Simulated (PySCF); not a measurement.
disilane (H6Si2), SMILES [SiH3][SiH3]. Atoms are numbered in the order given.

```xyz
8

Si     0.0000     0.0000    -1.1722
Si     0.0000     0.0000     1.1722
H     -1.2076    -0.6906    -1.6866
H      1.2019    -0.7005    -1.6866
H      0.0057     1.3911    -1.6866
H     -1.2076     0.6906     1.6866
H      1.2019     0.7005     1.6866
H      0.0057    -1.3911     1.6866
```
Charge 0, spin multiplicity 1.

The structure is a stationary point at B3LYP-D3(BJ)/def2-TZVP.

The numbers are results of B3LYP-D3(BJ)/def2-TZVP (PySCF 2.14.0), not measurements.

Frequencies are harmonic and unscaled.

Modes within 1.5 cm⁻¹ of each other (mostly degenerate sets) share a row, with their intensities summed.

```json
[
 {"mode": "1", "ν (cm⁻¹)": "135", "IR (km/mol)": "0.0", "Raman (Å⁴/amu)": "0.0", "depolarisation": "–", "moving atoms (share of kinetic energy)": "H 100 %"},
 {"mode": "2–3", "ν (cm⁻¹)": "369", "IR (km/mol)": "41.5", "Raman (Å⁴/amu)": "0.0", "depolarisation": "–", "moving atoms (share of kinetic energy)": "H 98 %"},
 {"mode": "4", "ν (cm⁻¹)": "425", "IR (km/mol)": "0.0", "Raman (Å⁴/amu)": "22.5", "depolarisation": "0.20", "moving atoms (share of kinetic energy)": "Si 89 %, H 11 %"},
 {"mode": "5–6", "ν (cm⁻¹)": "633", "IR (km/mol)": "0.0", "Raman (Å⁴/amu)": "9.9", "depolarisation": "0.75", "moving atoms (share of kinetic energy)": "H 83 %, Si 17 %"},
 {"mode": "7", "ν (cm⁻¹)": "854", "IR (km/mol)": "523.1", "Raman (Å⁴/amu)": "0.0", "depolarisation": "–", "moving atoms (share of kinetic energy)": "H 91 %, Si 9 %"},
 {"mode": "8", "ν (cm⁻¹)": "926", "IR (km/mol)": "0.0", "Raman (Å⁴/amu)": "1.6", "depolarisation": "0.06", "moving atoms (share of kinetic energy)": "H 90 %, Si 10 %"},
 {"mode": "9–10", "ν (cm⁻¹)": "944", "IR (km/mol)": "0.0", "Raman (Å⁴/amu)": "62.2", "depolarisation": "0.75", "moving atoms (share of kinetic energy)": "H 98 %"},
 {"mode": "11–12", "ν (cm⁻¹)": "959", "IR (km/mol)": "173.1", "Raman (Å⁴/amu)": "0.0", "depolarisation": "–", "moving atoms (share of kinetic energy)": "H 97 %"},
 {"mode": "13", "ν (cm⁻¹)": "2209", "IR (km/mol)": "115.9", "Raman (Å⁴/amu)": "0.0", "depolarisation": "–", "moving atoms (share of kinetic energy)": "H 99 %"},
 {"mode": "14–16", "ν (cm⁻¹)": "2217", "IR (km/mol)": "0.0", "Raman (Å⁴/amu)": "936.9", "depolarisation": "0.00", "moving atoms (share of kinetic energy)": "H 99 %"},
 {"mode": "17–18", "ν (cm⁻¹)": "2227", "IR (km/mol)": "382.6", "Raman (Å⁴/amu)": "0.0", "depolarisation": "–", "moving atoms (share of kinetic energy)": "H 96 %"}
]
```
